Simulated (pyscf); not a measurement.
Thermochemistry of product channels of `[OH][W]([F])([F])([F])([F])[F]` + `[H]` [doublet] on the doublet surface, in kcal/mol, from ωB97M-D3(BJ)/def2-TZVP energies (ideal gas, 1 atm, RRHO with modes under 100 cm⁻¹ raised to 100, one conformer, R ln 2 for rigid chiral ones). Single points on ωB97X-D3(BJ)/def2-SVP structures (PySCF, gas phase).

```
products                                                                   ΔE  ΔH(298 K)  ΔG(298 K)   ΔG(600 K)
-----------------------------------------------------------------  ----------  ---------  ---------  ----------
`[O]=[W]([F])([F])([F])[F]` + `[F]` [doublet] + `[H][H]`           (withheld)      +38.9      +29.8       +20.8
`[OH]` [doublet] + `[F][W]([F])([F])[F]` [singlet] + `[FH]`             +64.6      +66.4      +53.0       +39.9
`[O]` [triplet] + `[F][W]([F])([F])([F])[F]` [doublet] + `[H][H]`       +94.1      +92.5      +81.1       +69.6
`[OH]` [doublet] + `[F][WH]([F])([F])([F])[F]`                          +45.6      +47.8      +45.0  (withheld)
```

What belongs in the gaps?


- `[O]=[W]([F])([F])([F])[F]` + `[F]` [doublet] + `[H][H]`, ΔE: +39.6
- `[OH]` [doublet] + `[F][WH]([F])([F])([F])[F]`, ΔG(600 K): +42.8

These are energies of the channels, which say nothing of barriers. Left out: orbital degeneracy and the spin-orbit lowering of F, OH, O. Open-shell species with a d-block atom are single-reference here; other states, and whether the spin sits on metal or ligand, were not checked. Elements past Kr carry the def2 core potentials, without spin-orbit coupling.
